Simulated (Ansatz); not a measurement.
**AlSiH₃+ (quartet): the correlation ladder, cc-pVDZ**

The task here is to estimate one member of a computed series from the others.

Program: Ansatz 0.2.0, Gaussian basis. Level of theory: cc-pVDZ, core rule «outside noble gas», up to 10 orbitals frozen. These are calculated values, not measurements.

The runs, in order: UHF; CCSD(T) on ROHF; CCSD(T) on UHF; BCCD(T) on ROHF; CISD; CCSDT(Q) on ROHF; CCSDT(Q) on UHF; CASSCF and MRCISD+Q, 9 electrons in 11 orbitals; CASSCF and NEVPT2, 9 electrons in 11 orbitals.

25 further runs of the same task are left out: 2 for a known fault of the program, 7 that didn't finish, 16 set aside as unsound or not needed.

### The system

The geometry is a PBE0/def2-TZVP stationary point (not a proven minimum) of the parent state, kept for this charge and spin.

5 atoms, charge 1, spin multiplicity 4.

Atoms are counted from 1 here; the program's logs count them from 0.

Bond lengths: Si1–Al2 2.384 Å, Si1–H3 1.491 Å, Si1–H4 1.488 Å, Al2–H5 1.599 Å. Angles: Al2–Si1–H3 128.9°, Al2–Si1–H4 122.2°, H3–Si1–H4 108.9°, Si1–Al2–H5 118.6°.

Set-up of the first run:

Input file in.yaml:

```yaml
crystal:
  periodic: [false, false, false]
  atoms:
    - {symbol: Si, position_ang: [0.000000, 0.049734, 1.130850]}
    - {symbol: Al, position_ang: [0.000000, -0.102648, -1.247806]}
    - {symbol: H, position_ang: [0.000000, 1.267953, 1.991081]}
    - {symbol: H, position_ang: [0.000000, -1.155684, 2.002693]}
    - {symbol: H, position_ang: [0.000000, 1.249712, -2.101556]}
basis:
  gaussian: {orbitals: cc-pVDZ}
total_charge: 1
magnetization: {spin_polarized: true, initial_magnetization: 3}
hamiltonian: {xc: hf}
output: {orbitals: {seedname: orbitals}}
```

Launch:

```console
ansatz run in.yaml --threads 1 --pin off --events-out ev --progress --plain --max-ram 2393MiB
```

Among the steps run: UHF; CCSD(T) on ROHF; CCSD(T) on UHF; BCCD(T) on ROHF; CISD; CCSDT(Q) on ROHF; CCSDT(Q) on UHF; CASSCF and MRCISD+Q, 9 electrons in 11 orbitals; CASSCF and NEVPT2, 9 electrons in 11 orbitals.

One table of the session follows, with a row left open; its other results are not shown here.

```
          method  from UCCSDT(Q) (kJ/mol)
            ROHF                   +429.2
             UHF                   +414.5
            RMP2                   +123.4
            UMP2                   +117.9
            CISD                    +45.1
           RCCSD                    +17.6
           UCCSD                    +16.5
        RCCSD(T)                     +4.9
        UCCSD(T)                     +4.7
         BCCD(T)                     +4.7
          RCCSDT                     +0.6
          UCCSDT                     +0.5
       RCCSDT(Q)                     +0.1
       UCCSDT(Q)                        0
  CASSCF valence                   +240.6
  NEVPT2 valence                    +72.0
  MRCISD valence                    +14.8
MRCISD+Q valence                        ?
```

**Question.** Estimate the row for MRCISD+Q valence.

**Answer.** from UCCSDT(Q) (kJ/mol): +1.8. In the column «from UCCSDT(Q) (kJ/mol)» it lies between RCCSDT (+0.6) and UCCSD(T) (+4.7).

Among the levels timed on like hardware and quicker than the yardstick, those that no quicker one beats, quickest first: BCCD(T) (2.3 s, +4.7 kJ/mol); MRCISD+Q valence (14 s, +1.8 kJ/mol).

Limits of these values: Of the multireference levels listed MRCISD+Q valence comes nearest in total energy (+1.8 kJ/mol), which doesn't show that its space is the better one. Restricted and unrestricted rows rest on different reference determinants; where their highest levels disagree by more than a few hundredths of an eV, they describe different states and don't form one ladder.
